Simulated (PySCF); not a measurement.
Ga–PH–Ga, singlet: the ladder up to RCCSDT(Q)

Geometry: a PBE0/def2-TZVP stationary point for this spin, not checked as a minimum.

```csv
atom,x (Å),y (Å),z (Å)
Ga,0.0077,-0.2332,2.0334
P,-0.0789,1.0178,0.0000
Ga,0.0077,-0.2332,-2.0334
H,1.3551,0.9819,0.0000
```

Basis cc-pVDZ; PySCF 2.14.0. Only valence electrons are correlated (noble-gas cores and the filled d shells of p-block atoms frozen), which leaves 12 electrons in 44 orbitals. R marks a restricted (for open shells ROHF) determinant. No spin–orbit coupling is included, and no scalar relativity.

Full CI isn't at hand for all of this; RCCSDT(Q) serves as the reference, and is uncertain by the last step of the cluster series or more.

The T1 diagnostic (ROHF- or RHF-based CCSD) is 0.0213 and the largest doubles amplitude (ROHF- or RHF-based CCSD) is 0.047.

Problem. From what is known of these methods and the diagnostics, rank them by the size of their error in total energy against RCCSDT(Q) in cc-pVDZ, smallest first (an estimate: the text doesn't fix the numbers).
A. RCCSD(T)
B. RHF
C. RCCSD
D. RCCSDT
E. RMP2

Solution. D (0.58 kcal/mol), A (1.36 kcal/mol), C (7.74 kcal/mol), E (31.85 kcal/mol), B (163.53 kcal/mol).

All errors are against RCCSDT(Q) in cc-pVDZ. Within each family the higher level lies nearer, as is usual though not guaranteed.
